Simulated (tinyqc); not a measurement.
MP2 on RHF in the sto-6g basis, for LiH, spin multiplicity 1, step by step. Computed by tinyqc, a small Python program that keeps every step (integrals from PySCF). Settings: charge = 0, multiplicity = 1, basis = sto-6g, method = RHF, energy threshold = 1e-10, iteration cap = 51, orthogonalisation = symmetric, start = core, DIIS depth = 6. Command: `OMP_NUM_THREADS=1 python tinyqc.py 23830 23831 out.jsonl` (the two numbers bound the seeds that draw the settings). One thread of a shared host (Intel(R) Xeon(R) Processor @ 2.60GHz), about 0.1 s of CPU time with the checks. The early iterations of the SCF are left out here.

## One-electron integrals

Geometry (angstrom):

| atom | x | y | z |
|---|---|---|---|
| Li | 0.000000 | 0.000000 | 0.000000 |
| H | 0.000000 | 0.000000 | 1.667000 |

Basis sto-6g: exponents (1/bohr^2) and contraction coefficients of normalised primitives:

| element | l (shell) | exponent | coefficient |
|---|---|---|---|
| Li | s (1) | 167.175846 | 0.009164 |
| Li | s (1) | 30.651508 | 0.049361 |
| Li | s (1) | 8.575187 | 0.168538 |
| Li | s (1) | 2.945808 | 0.370563 |
| Li | s (1) | 1.143944 | 0.416492 |
| Li | s (1) | 0.471139 | 0.130334 |
| Li | s (2) | 6.597564 | -0.013253 |
| Li | s (2) | 1.305830 | -0.046992 |
| Li | s (2) | 0.405851 | -0.033785 |
| Li | s (2) | 0.156146 | 0.250242 |
| Li | s (2) | 0.067814 | 0.595117 |
| Li | s (2) | 0.031084 | 0.240706 |
| Li | p (3) | 6.597564 | 0.003760 |
| Li | p (3) | 1.305830 | 0.037679 |
| Li | p (3) | 0.405851 | 0.173897 |
| Li | p (3) | 0.156146 | 0.418036 |
| Li | p (3) | 0.067814 | 0.425860 |
| Li | p (3) | 0.031084 | 0.101708 |
| H | s (1) | 35.523221 | 0.009164 |
| H | s (1) | 6.513144 | 0.049361 |
| H | s (1) | 1.822143 | 0.168538 |
| H | s (1) | 0.625955 | 0.370563 |
| H | s (1) | 0.243077 | 0.416492 |
| H | s (1) | 0.100112 | 0.130334 |

Overlap, kinetic and nuclear-attraction integrals over the contracted functions; the nuclear repulsion is the sum of Za Zb / Rab.

nuclear repulsion = 0.95232851 hartree

overlap S:
```
           1Li 1s    1Li 2s   1Li 2px   1Li 2py   1Li 2pz     2H 1s
1Li 1s   1.000000  0.235742  0.000000  0.000000  0.000000  0.059315
1Li 2s   0.235742  1.000000  0.000000  0.000000  0.000000  0.380897
1Li 2px  0.000000  0.000000  1.000000  0.000000  0.000000  0.000000
1Li 2py  0.000000  0.000000  0.000000  1.000000  0.000000  0.000000
1Li 2pz  0.000000  0.000000  0.000000  0.000000  1.000000  0.497797
2H 1s    0.059315  0.380897  0.000000  0.000000  0.497797  1.000000
```

kinetic energy T (hartree):
```
            1Li 1s     1Li 2s   1Li 2px   1Li 2py   1Li 2pz      2H 1s
1Li 1s    3.616742  -0.110723  0.000000  0.000000  0.000000  -0.015068
1Li 2s   -0.110723   0.106524  0.000000  0.000000  0.000000   0.037509
1Li 2px   0.000000   0.000000  0.320007  0.000000  0.000000   0.000000
1Li 2py   0.000000   0.000000  0.000000  0.320007  0.000000   0.000000
1Li 2pz   0.000000   0.000000  0.000000  0.000000  0.320007   0.116504
2H 1s    -0.015068   0.037509  0.000000  0.000000  0.116504   0.768522
```

nuclear attraction V (hartree):
```
            1Li 1s     1Li 2s    1Li 2px    1Li 2py    1Li 2pz      2H 1s
1Li 1s   -8.384587  -0.903173   0.000000   0.000000  -0.015643  -0.247406
1Li 2s   -0.903173  -1.483661   0.000000   0.000000  -0.118170  -0.690356
1Li 2px   0.000000   0.000000  -1.452090   0.000000   0.000000   0.000000
1Li 2py   0.000000   0.000000   0.000000  -1.452090   0.000000   0.000000
1Li 2pz  -0.015643  -0.118170   0.000000   0.000000  -1.546621  -0.919780
2H 1s    -0.247406  -0.690356   0.000000   0.000000  -0.919780  -2.190001
```

core Hamiltonian H = T + V (hartree):
```
            1Li 1s     1Li 2s    1Li 2px    1Li 2py    1Li 2pz      2H 1s
1Li 1s   -4.767845  -1.013896   0.000000   0.000000  -0.015643  -0.262474
1Li 2s   -1.013896  -1.377137   0.000000   0.000000  -0.118170  -0.652847
1Li 2px   0.000000   0.000000  -1.132082   0.000000   0.000000   0.000000
1Li 2py   0.000000   0.000000   0.000000  -1.132082   0.000000   0.000000
1Li 2pz  -0.015643  -0.118170   0.000000   0.000000  -1.226613  -0.803276
2H 1s    -0.262474  -0.652847   0.000000   0.000000  -0.803276  -1.421479
```

## Two-electron integrals

Functions are numbered as in S; the eight-fold symmetry (ij|kl) = (ji|kl) = (kl|ij) leaves the list below.

Two-electron integrals (ij|kl) in chemists' order, unique and non-zero (hartree):
```
(11|11) 1.681247   (21|11) 0.242603   (21|21) 0.044507   (22|11) 0.397190
(22|21) 0.090279   (22|22) 0.290625   (31|31) 0.009437   (32|31) 0.014261
(32|32) 0.064236   (33|11) 0.397190   (33|21) 0.090279   (33|22) 0.290625
(33|33) 0.313125   (41|41) 0.009437   (42|41) 0.014261   (42|42) 0.064236
(43|43) 0.016875   (44|11) 0.397190   (44|21) 0.090279   (44|22) 0.290625
(44|33) 0.279374   (44|44) 0.313125   (51|51) 0.009437   (52|51) 0.014261
(52|52) 0.064236   (53|53) 0.016875   (54|54) 0.016875   (55|11) 0.397190
(55|21) 0.090279   (55|22) 0.290625   (55|33) 0.279374   (55|44) 0.279374
(55|55) 0.313125   (61|11) 0.061521   (61|21) 0.011033   (61|22) 0.022528
(61|33) 0.022219   (61|44) 0.022219   (61|51) 0.001466   (61|52) 0.002933
(61|55) 0.023147   (61|61) 0.003023   (62|11) 0.140546   (62|21) 0.032335
(62|22) 0.109524   (62|33) 0.103996   (62|44) 0.103996   (62|51) 0.005583
(62|52) 0.032111   (62|55) 0.120577   (62|61) 0.009626   (62|62) 0.067576
(63|31) 0.002779   (63|32) 0.012542   (63|53) 0.004962   (63|63) 0.004905
(64|41) 0.002779   (64|42) 0.012542   (64|54) 0.004962   (64|64) 0.004905
(65|11) 0.172103   (65|21) 0.040020   (65|22) 0.140184   (65|33) 0.130781
(65|44) 0.130781   (65|51) 0.008707   (65|52) 0.049472   (65|55) 0.158991
(65|61) 0.012475   (65|62) 0.095171   (65|65) 0.136089   (66|11) 0.316539
(66|21) 0.074250   (66|22) 0.274564   (66|33) 0.250718   (66|44) 0.250718
(66|51) 0.014874   (66|52) 0.103407   (66|55) 0.322251   (66|61) 0.023418
(66|62) 0.211730   (66|65) 0.309897   (66|66) 0.774999
```

## Orthogonalisation

S = U s U^T; symmetric (Loewdin) form X = U s^(-1/2) U^T, so that X^T S X = 1.

eigenvalues of S: 0.366920  0.804206  1.000000  1.000000  1.168152  1.660722

X:
```
            1Li 1s     1Li 2s   1Li 2px   1Li 2py    1Li 2pz      2H 1s
1Li 1s    1.022050  -0.126030  0.000000  0.000000  -0.004976   0.008319
1Li 2s   -0.126030   1.101331  0.000000  0.000000   0.102838  -0.261671
1Li 2px   0.000000   0.000000  1.000000  0.000000   0.000000   0.000000
1Li 2py   0.000000   0.000000  0.000000  1.000000   0.000000   0.000000
1Li 2pz  -0.004976   0.102838  0.000000  0.000000   1.132860  -0.338900
2H 1s     0.008319  -0.261671  0.000000  0.000000  -0.338900   1.210955
```

## Iteration 7 (converged): orbitals

converged F (hartree):
```
            1Li 1s     1Li 2s   1Li 2px   1Li 2py    1Li 2pz      2H 1s
1Li 1s   -2.387858  -0.617931  0.000000  0.000000   0.013259  -0.157940
1Li 2s   -0.617931  -0.206737  0.000000  0.000000  -0.098572  -0.256640
1Li 2px   0.000000   0.000000  0.162558  0.000000   0.000000   0.000000
1Li 2py   0.000000   0.000000  0.000000  0.162558   0.000000   0.000000
1Li 2pz   0.013259  -0.098572  0.000000  0.000000   0.005795  -0.232155
2H 1s    -0.157940  -0.256640  0.000000  0.000000  -0.232155  -0.140651
```

Diagonalise F' = X^T F X, C = X C', fill 2 alpha and 2 beta electrons from the bottom; D = 2 C_occ C_occ^T. Each column has its largest component positive (the first on a tie).

F' = X^T F X (hartree):
```
           1          2         3         4          5          6
1  -2.340811  -0.334482  0.000000  0.000000   0.020280  -0.025258
2  -0.334482   0.000610  0.000000  0.000000   0.021412  -0.264464
3   0.000000   0.000000  0.162558  0.000000   0.000000   0.000000
4   0.000000   0.000000  0.000000  0.162558   0.000000   0.000000
5   0.020280   0.021412  0.000000  0.000000   0.162169  -0.305836
6  -0.025258  -0.264464  0.000000  0.000000  -0.305836   0.115236
```

orbital energies (hartree): MO1 -2.389288, MO2 -0.280021, MO3 0.077798, MO4 0.162558, MO5 0.162558, MO6 0.528715

coefficients C:
```
               MO1        MO2        MO3        MO4       MO5        MO6
1Li 1s    0.993915  -0.153543  -0.200261   0.000000  0.000000   0.094948
1Li 2s    0.023870   0.451450   0.798396   0.000000  0.000000  -0.682677
1Li 2px   0.000000   0.000000   0.000000  -0.151242  0.988497   0.000000
1Li 2py   0.000000   0.000000   0.000000   0.988497  0.151242   0.000000
1Li 2pz  -0.005558   0.344341  -0.612725   0.000000  0.000000  -0.956448
2H 1s     0.002598   0.559305  -0.137467   0.000000  0.000000   1.148077
```

D after iteration 7:
```
            1Li 1s     1Li 2s   1Li 2px   1Li 2py    1Li 2pz      2H 1s
1Li 1s    2.022886  -0.091185  0.000000  0.000000  -0.116791  -0.166590
1Li 2s   -0.091185   0.408753  0.000000  0.000000   0.310640   0.505120
1Li 2px   0.000000   0.000000  0.000000  0.000000   0.000000   0.000000
1Li 2py   0.000000   0.000000  0.000000  0.000000   0.000000   0.000000
1Li 2pz  -0.116791   0.310640  0.000000  0.000000   0.237204   0.385155
2H 1s    -0.166590   0.505120  0.000000  0.000000   0.385155   0.625657
```

Within a degenerate level the vectors are fixed only up to a rotation; this is one choice.

## Convergence

Stop when the energy changes by less than 1e-10 hartree and every element of the error matrix X^T (F D S - S D F) X is below 3e-06.

Course of the cycle:

| iteration | E (hartree) | change | largest element of the error matrix |
|---|---|---|---|
| 1 | -7.92547379 | - | 1.93e-01 |
| 2 | -7.94805597 | -2.26e-02 | 2.43e-02 |
| 3 | -7.94873057 | -6.75e-04 | 4.49e-03 |
| 4 | -7.94884142 | -1.11e-04 | 1.19e-03 |
| 5 | -7.94885060 | -9.18e-06 | 3.11e-05 |
| 6 | -7.94885060 | -2.00e-09 | 2.79e-06 |
| 7 | -7.94885060 | -2.00e-11 | 6.99e-08 |

PySCF RHF in the same basis = -7.94885060 hartree

Converged in 7 iterations.

## Integrals over molecular orbitals

(pq|rs) = sum C_ip C_jq C_kr C_ls (ij|kl), one index at a time.

one-electron integrals over orbitals h = C^T H C (hartree):
```
           1          2          3          4          5          6
1  -4.760149   0.102287   0.168584   0.000000   0.000000  -0.044665
2   0.102287  -1.471721   0.027032   0.000000   0.000000  -0.033215
3   0.168584   0.027032  -1.126890   0.000000   0.000000   0.033555
4   0.000000   0.000000   0.000000  -1.132082   0.000000   0.000000
5   0.000000   0.000000   0.000000   0.000000  -1.132082   0.000000
6  -0.044665  -0.033215   0.033555   0.000000   0.000000  -0.970303
```

Two-electron integrals over orbitals (pq|rs), unique and non-zero (hartree):
```
(11|11) 1.664683    (21|11) -0.107997   (21|21) 0.012661    (22|11) 0.359420
(22|21) 0.005710    (22|22) 0.485522    (31|11) -0.142048   (31|21) 0.011396
(31|22) -0.014855   (31|31) 0.022941    (32|11) 0.016267    (32|21) -0.003175
(32|22) -0.048170   (32|31) -0.000212   (32|32) 0.012880    (33|11) 0.399436
(33|21) -0.010669   (33|22) 0.220818    (33|31) 0.001575    (33|32) 0.008110
(33|33) 0.338588    (41|41) 0.010052    (42|41) 0.007288    (42|42) 0.022640
(43|41) 0.010250    (43|42) 0.019102    (43|43) 0.041428    (44|11) 0.396955
(44|21) -0.003912   (44|22) 0.266711    (44|31) -0.004730   (44|32) 0.006471
(44|33) 0.282365    (44|44) 0.313125    (51|51) 0.010052    (52|51) 0.007288
(52|52) 0.022640    (53|51) 0.010250    (53|52) 0.019102    (53|53) 0.041428
(54|54) 0.016875    (55|11) 0.396955    (55|21) -0.003912   (55|22) 0.266711
(55|31) -0.004730   (55|32) 0.006471    (55|33) 0.282365    (55|44) 0.279374
(55|55) 0.313125    (61|11) 0.063034    (61|21) -0.009908   (61|22) -0.007158
(61|31) -0.003872   (61|32) 0.001986    (61|33) 0.011072    (61|44) 0.000793
(61|55) 0.000793    (61|61) 0.010134    (62|11) -0.050924   (62|21) 0.004053
(62|22) 0.125154    (62|31) 0.001526    (62|32) -0.034351   (62|33) -0.015184
(62|44) -0.019848   (62|55) -0.019848   (62|61) -0.000129   (62|62) 0.126026
(63|11) 0.014629    (63|21) -0.002990   (63|22) -0.050518   (63|31) 0.004542
(63|32) 0.009092    (63|33) 0.035555    (63|44) 0.002268    (63|55) 0.002268
(63|61) 0.004106    (63|62) -0.031137   (63|63) 0.025473    (64|41) -0.006247
(64|42) -0.019560   (64|43) -0.013885   (64|64) 0.020123    (65|51) -0.006247
(65|52) -0.019560   (65|53) -0.013885   (65|65) 0.020123    (66|11) 0.364222
(66|21) 0.002766    (66|22) 0.453367    (66|31) -0.011261   (66|32) -0.042352
(66|33) 0.240670    (66|44) 0.267970    (66|55) 0.267970    (66|61) -0.003608
(66|62) 0.130311    (66|63) -0.043073   (66|66) 0.452934
```

## Second-order Moller-Plesset energy

Hartree-Fock energy = -7.94885060 hartree

E2 = sum_ijab (ia|jb) [2 (ia|jb) - (ib|ja)] / (e_i + e_j - e_a - e_b) over occupied i, j and virtual a, b; the opposite-spin part is (ia|jb)^2 / denominator, the rest is same-spin, and SCS-MP2 scales them by 6/5 and 1/3.

Terms:

| i | j | a | b | (ia\|jb) | (ib\|ja) | denominator | term |
|---|---|---|---|---|---|---|---|
| 2 | 2 | 6 | 6 | 0.126026 | 0.126026 | -1.617471 | -0.009819 |
| 2 | 2 | 6 | 3 | -0.034351 | -0.034351 | -1.166554 | -0.001012 |
| 2 | 2 | 3 | 6 | -0.034351 | -0.034351 | -1.166554 | -0.001012 |
| 2 | 2 | 5 | 5 | 0.022640 | 0.022640 | -0.885157 | -0.000579 |
| 2 | 2 | 4 | 4 | 0.022640 | 0.022640 | -0.885157 | -0.000579 |
| 2 | 2 | 3 | 3 | 0.012880 | 0.012880 | -0.715636 | -0.000232 |
| 1 | 1 | 3 | 3 | 0.022941 | 0.022941 | -4.934171 | -0.000107 |
| 1 | 1 | 5 | 5 | 0.010052 | 0.010052 | -5.103691 | -0.000020 |
| 1 | 1 | 4 | 4 | 0.010052 | 0.010052 | -5.103691 | -0.000020 |
| 1 | 2 | 5 | 5 | 0.007288 | 0.007288 | -2.994424 | -0.000018 |
| 2 | 1 | 5 | 5 | 0.007288 | 0.007288 | -2.994424 | -0.000018 |
| 1 | 2 | 4 | 4 | 0.007288 | 0.007288 | -2.994424 | -0.000018 |
| 2 | 1 | 4 | 4 | 0.007288 | 0.007288 | -2.994424 | -0.000018 |
| 1 | 1 | 6 | 6 | 0.010134 | 0.010134 | -5.836006 | -0.000018 |
| 1 | 1 | 3 | 6 | -0.003872 | -0.003872 | -5.385089 | -2.78e-06 |
| 1 | 1 | 6 | 3 | -0.003872 | -0.003872 | -5.385089 | -2.78e-06 |
| 2 | 1 | 3 | 6 | 0.001986 | 0.001526 | -3.275821 | -1.48e-06 |
| 1 | 2 | 6 | 3 | 0.001986 | 0.001526 | -3.275821 | -1.48e-06 |
| 1 | 2 | 3 | 6 | 0.001526 | 0.001986 | -3.275821 | -4.96e-07 |
| 2 | 1 | 6 | 3 | 0.001526 | 0.001986 | -3.275821 | -4.96e-07 |
| 2 | 1 | 3 | 3 | -0.000212 | -0.000212 | -2.824904 | -1.59e-08 |
| 1 | 2 | 3 | 3 | -0.000212 | -0.000212 | -2.824904 | -1.59e-08 |
| 1 | 2 | 6 | 6 | -0.000129 | -0.000129 | -3.726739 | -4.44e-09 |
| 2 | 1 | 6 | 6 | -0.000129 | -0.000129 | -3.726739 | -4.44e-09 |

Pair energies (hartree; pair i-j sums ij and ji):

| pair | opposite spin | same spin |
|---|---|---|
| 1-1 | -0.000169 | 0 |
| 2-1 | -0.000075 | -1.30e-07 |
| 2-2 | -0.013232 | 0 |

MP2 correlation energy = -0.01347681 hartree

SCS-MP2 correlation energy = -0.01617206 hartree

MP2 total energy = -7.96232741 hartree
